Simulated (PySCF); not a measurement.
Record of a relaxation.

Species: butyrate, C₄H₇O₂ (charge -1).
Atom-mapped SMILES: `[CH3:1][CH2:2][CH2:3][C:4](=[O:5])[O-:6]` (hydrogens: H7, H8, H9 on C1; H10, H11 on C2; H12, H13 on C3)
Bond orders are those of one Lewis drawing.

Computed by this run: PBE0-D3(BJ)/def2-SVP geometry optimisation, gas phase in PySCF; density fitting, grid level 1; the optimiser is geomeTRIC in internal coordinates, started from a GFN2-xTB structure. 12 of its 13 geometries are shown. The frame can shift and turn from step to step; on so coarse a grid that alone can change the energy by a few meV, and forces under 0.02 eV/Å are noise.

Step 0: E = -8342.1728 eV, largest atomic force 0.891 eV/Å
```
atom  x, y, z in Å  |  force x, y, z in eV/Å
C1     -1.462    0.395    0.282    0.267  -0.598  -0.047
C2     -0.513   -0.770    0.024    0.031   0.410  -0.314
C3      0.751   -0.307   -0.684    0.098   0.206   0.862
C4      1.681    0.559    0.277   -0.198  -0.068  -0.676
O5      1.789    0.141    1.438   -0.176  -0.389   0.612
O6      2.210    1.548   -0.249    0.165   0.315  -0.302
H7     -2.344    0.073    0.838   -0.373  -0.025   0.213
H8     -1.788    0.842   -0.658   -0.165   0.226  -0.353
H9     -0.940    1.155    0.858    0.175   0.370   0.287
H10    -1.031   -1.546   -0.558   -0.165  -0.219  -0.095
H11    -0.212   -1.202    0.982    0.178  -0.137   0.254
H12     0.514    0.286   -1.572   -0.014   0.165  -0.299
H13     1.341   -1.175   -0.997    0.179  -0.256  -0.141
```

Step 1: E = -8342.2247 eV, largest atomic force 0.119 eV/Å
```
atom  x, y, z in Å  |  force x, y, z in eV/Å
C1     -1.472    0.199    0.322   -0.031   0.109  -0.014
C2     -0.495   -0.912   -0.025   -0.012  -0.094   0.072
C3      0.734   -0.393   -0.751    0.012  -0.034  -0.104
C4      1.654    0.486    0.164    0.057   0.056   0.045
O5      1.692    0.130    1.363   -0.010   0.071  -0.049
O6      2.253    1.415   -0.407   -0.024  -0.095   0.045
H7     -2.353   -0.165    0.881    0.018  -0.019  -0.012
H8     -1.837    0.706   -0.590   -0.011  -0.009   0.040
H9     -0.965    0.956    0.943    0.001  -0.060  -0.001
H10    -1.017   -1.697   -0.609    0.023   0.015  -0.006
H11    -0.127   -1.371    0.910   -0.015   0.038  -0.052
H12     0.465    0.192   -1.651    0.019  -0.037   0.039
H13     1.346   -1.250   -1.097   -0.027   0.059  -0.003
```

Step 2: E = -8342.2286 eV, largest atomic force 0.116 eV/Å
```
atom  x, y, z in Å  |  force x, y, z in eV/Å
C1     -1.475    0.197    0.326   -0.001   0.034   0.000
C2     -0.498   -0.912   -0.032    0.006  -0.026   0.001
C3      0.736   -0.394   -0.753   -0.012  -0.028   0.047
C4      1.653    0.490    0.164    0.045   0.106   0.014
O5      1.674    0.169    1.372   -0.087  -0.049  -0.034
O6      2.269    1.400   -0.418    0.034  -0.015  -0.042
H7     -2.353   -0.178    0.880   -0.001  -0.012  -0.004
H8     -1.843    0.718   -0.575   -0.001  -0.006   0.005
H9     -0.964    0.939    0.959    0.010  -0.022   0.011
H10    -1.016   -1.694   -0.622    0.000   0.004  -0.002
H11    -0.132   -1.375    0.900   -0.003   0.001   0.004
H12     0.476    0.187   -1.656   -0.002   0.001   0.014
H13     1.348   -1.251   -1.093    0.010   0.013  -0.014
```

Step 3: E = -8342.2336 eV, largest atomic force 0.234 eV/Å
```
atom  x, y, z in Å  |  force x, y, z in eV/Å
C1     -1.476    0.188    0.340    0.045  -0.141   0.034
C2     -0.498   -0.914   -0.047    0.047   0.128  -0.146
C3      0.743   -0.393   -0.760   -0.059   0.078   0.158
C4      1.645    0.516    0.155   -0.147  -0.148  -0.106
O5      1.573    0.256    1.374    0.047   0.059   0.202
O6      2.329    1.366   -0.438    0.086   0.042  -0.053
H7     -2.348   -0.214    0.883   -0.046   0.009   0.011
H8     -1.853    0.744   -0.534    0.015   0.011  -0.073
H9     -0.956    0.892    1.004    0.028   0.064   0.033
H10    -1.008   -1.689   -0.651   -0.051  -0.013  -0.008
H11    -0.138   -1.382    0.879    0.027  -0.077   0.090
H12     0.503    0.172   -1.673   -0.092   0.059  -0.103
H13     1.360   -1.249   -1.080    0.099  -0.068  -0.039
```

Step 4: E = -8342.2393 eV, largest atomic force 0.178 eV/Å
```
atom  x, y, z in Å  |  force x, y, z in eV/Å
C1     -1.474    0.179    0.350    0.015  -0.117   0.051
C2     -0.499   -0.918   -0.054    0.059   0.091  -0.088
C3      0.742   -0.389   -0.759   -0.048   0.060   0.161
C4      1.638    0.531    0.152   -0.040  -0.137  -0.101
O5      1.534    0.325    1.379   -0.030   0.029   0.105
O6      2.362    1.334   -0.458    0.067   0.048  -0.053
H7     -2.351   -0.231    0.881   -0.034   0.018   0.001
H8     -1.844    0.752   -0.517    0.017   0.015  -0.053
H9     -0.950    0.865    1.030    0.012   0.060   0.005
H10    -1.009   -1.684   -0.669   -0.037  -0.011   0.005
H11    -0.142   -1.399    0.869    0.013  -0.073   0.052
H12     0.501    0.172   -1.677   -0.072   0.038  -0.055
H13     1.367   -1.242   -1.076    0.077  -0.021  -0.029
```

Step 5: E = -8342.2415 eV, largest atomic force 0.155 eV/Å
```
atom  x, y, z in Å  |  force x, y, z in eV/Å
C1     -1.465    0.150    0.391   -0.078  -0.025   0.060
C2     -0.499   -0.933   -0.064    0.041   0.004   0.109
C3      0.736   -0.378   -0.756    0.078  -0.062   0.026
C4      1.628    0.570    0.126   -0.052   0.137  -0.049
O5      1.386    0.582    1.354    0.003  -0.111  -0.082
O6      2.484    1.203   -0.515    0.070  -0.021   0.030
H7     -2.361   -0.274    0.880    0.011   0.013  -0.034
H8     -1.806    0.774   -0.454    0.013   0.012   0.017
H9     -0.929    0.781    1.117   -0.023   0.049  -0.091
H10    -1.019   -1.668   -0.712    0.020  -0.009   0.026
H11    -0.151   -1.464    0.840   -0.033  -0.042  -0.062
H12     0.481    0.167   -1.685   -0.011  -0.018   0.079
H13     1.391   -1.215   -1.071   -0.040   0.074  -0.028
```

Step 7: E = -8342.2494 eV, largest atomic force 0.034 eV/Å
```
atom  x, y, z in Å  |  force x, y, z in eV/Å
C1     -1.470    0.162    0.372   -0.007   0.008  -0.009
C2     -0.494   -0.928   -0.044    0.003  -0.020   0.014
C3      0.732   -0.376   -0.754    0.010  -0.020   0.010
C4      1.641    0.544    0.135   -0.001   0.034   0.008
O5      1.476    0.437    1.370   -0.007  -0.004  -0.025
O6      2.439    1.258   -0.497    0.011  -0.019  -0.006
H7     -2.360   -0.246    0.884    0.003   0.004   0.009
H8     -1.822    0.740   -0.502   -0.006  -0.004   0.002
H9     -0.948    0.847    1.055    0.001  -0.007   0.001
H10    -1.010   -1.682   -0.671    0.005  -0.004  -0.001
H11    -0.137   -1.439    0.867   -0.006   0.017   0.001
H12     0.456    0.187   -1.664    0.002   0.011   0.019
H13     1.373   -1.209   -1.099   -0.006   0.005  -0.023
```

Step 8: E = -8342.2505 eV, largest atomic force 0.042 eV/Å
```
atom  x, y, z in Å  |  force x, y, z in eV/Å
C1     -1.471    0.158    0.378   -0.005  -0.011  -0.013
C2     -0.493   -0.929   -0.041   -0.004   0.008  -0.028
C3      0.729   -0.374   -0.756    0.000  -0.005   0.025
C4      1.642    0.548    0.127    0.003  -0.042  -0.007
O5      1.461    0.463    1.362    0.002   0.023   0.016
O6      2.460    1.236   -0.507    0.011   0.011  -0.005
H7     -2.357   -0.252    0.893   -0.006   0.002   0.013
H8     -1.827    0.738   -0.492   -0.004  -0.002  -0.006
H9     -0.945    0.842    1.061    0.005   0.009   0.007
H10    -1.008   -1.683   -0.669   -0.001  -0.006   0.002
H11    -0.135   -1.439    0.868    0.009   0.000   0.020
H12     0.449    0.191   -1.664   -0.016   0.022  -0.005
H13     1.370   -1.203   -1.108    0.007  -0.008  -0.019
```

Step 9: E = -8342.2523 eV, largest atomic force 0.045 eV/Å
```
atom  x, y, z in Å  |  force x, y, z in eV/Å
C1     -1.472    0.151    0.392    0.002  -0.003  -0.019
C2     -0.490   -0.931   -0.032   -0.018   0.011  -0.040
C3      0.721   -0.367   -0.760    0.016  -0.015  -0.001
C4      1.653    0.548    0.111   -0.029  -0.022  -0.006
O5      1.450    0.507    1.345    0.017   0.019   0.027
O6      2.499    1.192   -0.531    0.011  -0.001   0.009
H7     -2.352   -0.261    0.917   -0.001  -0.004   0.011
H8     -1.839    0.723   -0.479   -0.005  -0.002   0.001
H9     -0.944    0.842    1.065    0.003   0.011   0.007
H10    -1.007   -1.687   -0.657    0.006  -0.006   0.007
H11    -0.124   -1.440    0.874    0.015   0.000   0.020
H12     0.423    0.207   -1.655   -0.013   0.021  -0.008
H13     1.357   -1.189   -1.137   -0.006  -0.011  -0.009
```

Step 10: E = -8342.2535 eV, largest atomic force 0.046 eV/Å
```
atom  x, y, z in Å  |  force x, y, z in eV/Å
C1     -1.475    0.145    0.407    0.007  -0.005  -0.017
C2     -0.486   -0.930   -0.022   -0.031   0.013  -0.031
C3      0.710   -0.358   -0.768    0.020  -0.004  -0.016
C4      1.665    0.543    0.094   -0.003  -0.032  -0.006
O5      1.438    0.554    1.324    0.008   0.019   0.027
O6      2.552    1.127   -0.552    0.001   0.005   0.011
H7     -2.338   -0.271    0.954    0.002  -0.003   0.009
H8     -1.866    0.699   -0.465   -0.006  -0.002  -0.002
H9     -0.941    0.851    1.060    0.003   0.003   0.005
H10    -1.002   -1.695   -0.637    0.004  -0.004   0.006
H11    -0.105   -1.431    0.882    0.008   0.003   0.015
H12     0.390    0.233   -1.645   -0.009   0.017  -0.004
H13     1.335   -1.172   -1.180   -0.003  -0.008   0.003
```

Step 11: E = -8342.2534 eV, largest atomic force under 0.02 eV/Å
```
atom  x, y, z in Å  |  force x, y, z in eV/Å
C1     -1.478    0.143    0.411    0.007  -0.002  -0.010
C2     -0.485   -0.927   -0.020   -0.011   0.006  -0.012
C3      0.706   -0.353   -0.772    0.010  -0.001  -0.009
C4      1.674    0.535    0.089   -0.002  -0.007  -0.002
O5      1.431    0.577    1.315    0.000   0.000   0.015
O6      2.586    1.084   -0.554   -0.005  -0.001   0.004
H7     -2.330   -0.277    0.975    0.003   0.000   0.003
H8     -1.887    0.685   -0.460   -0.004  -0.001  -0.002
H9     -0.942    0.859    1.051    0.001   0.002   0.002
H10    -1.000   -1.698   -0.627    0.004  -0.002   0.000
H11    -0.096   -1.421    0.885    0.000  -0.001   0.005
H12     0.378    0.252   -1.638   -0.002   0.008   0.002
H13     1.321   -1.164   -1.203    0.000  -0.004   0.005
```

Step 12: E = -8342.2537 eV, largest atomic force under 0.02 eV/Å
```
atom  x, y, z in Å  |  force x, y, z in eV/Å
C1     -1.479    0.146    0.404    0.003   0.003  -0.006
C2     -0.486   -0.925   -0.023    0.001  -0.005  -0.002
C3      0.709   -0.354   -0.771   -0.004  -0.001   0.003
C4      1.674    0.530    0.098   -0.002   0.007   0.000
O5      1.434    0.555    1.325    0.000  -0.003   0.007
O6      2.577    1.095   -0.542    0.003  -0.005   0.002
H7     -2.330   -0.272    0.970    0.001   0.002   0.000
H8     -1.889    0.685   -0.469   -0.002  -0.001  -0.002
H9     -0.943    0.864    1.042    0.000  -0.001   0.000
H10    -1.000   -1.699   -0.629    0.001   0.001  -0.004
H11    -0.099   -1.417    0.885   -0.004   0.001   0.000
H12     0.385    0.254   -1.637    0.003   0.002   0.003
H13     1.323   -1.167   -1.199    0.001   0.001  -0.001
```

Q: Summarise the path.

A: The energy falls by 0.0808 eV from step 0 to step 12; nine tenths of that is first reached at step 6. It never rises by more than 0.2 meV. The largest force goes from 0.891 to under 0.02 eV/Å. Among the bonds C3–C4 changes most, from 1.594 to 1.571 Å; the atoms move by 0.267 Å rms after alignment.

What follows is the cost of the whole optimisation. Cost: about 2.7 min of CPU time on one thread; the machine was shared, so the figure is rough.
